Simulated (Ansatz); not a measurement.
# Property card for FeNi

All numbers below come from DFT r2SCAN, scalar-relativistic, plane waves, PAW in Ansatz.

Settings: cutoff 500 eV, Γ-centred mesh 16×16×12 on the computed 2-atom cell, Gaussian smearing of 0.10 eV; collinear spin from starting moments 3.25 0.85 μB.

The structure is relaxed at this level of theory with its symmetry kept. Whether it is the stable form of this composition wasn't checked.

```xyz
2
Lattice="2.5129 0.0000 0.0000 0.0000 2.5129 0.0000 0.0000 0.0000 3.5348" Properties=species:S:1:pos:R:3 pbc="T T T"
Fe    0.0000    0.0000    0.0000
Ni    1.2565    1.2565    1.7674
```

(1) Formation energy from the elements' standard states (uncorrected)?

(2) Density of states at the Fermi level?

(3) Löwdin character within 0.5 eV of the Fermi level?

(4) Bulk modulus?

(5) Its pressure derivative?

(6) Bader charges (e)?

(7) Total moment?

(8) Site moments (μB; atoms counted from 1 over the whole cell)?

The state reached may not be the lowest one.

Only this magnetic start was tried.

Results:

(1) -0.105 eV/atom.

(2) 1.25 states/eV per cell.

(3) Fe 3d 51 %, Ni 3d 32 %, unprojected 7 %.

(4) 196 GPa.

(5) 3.4.

(6) Fe (1 in the cell) 0.32, Ni (1 in the cell) -0.32.

(7) 3.53 μB per cell.

(8) Fe (atom 1) 2.95, Ni (atom 2) 0.77.

Cost: 6 runs of about 25 core-minutes in all, on Arm Neoverse V1 (shared hosts).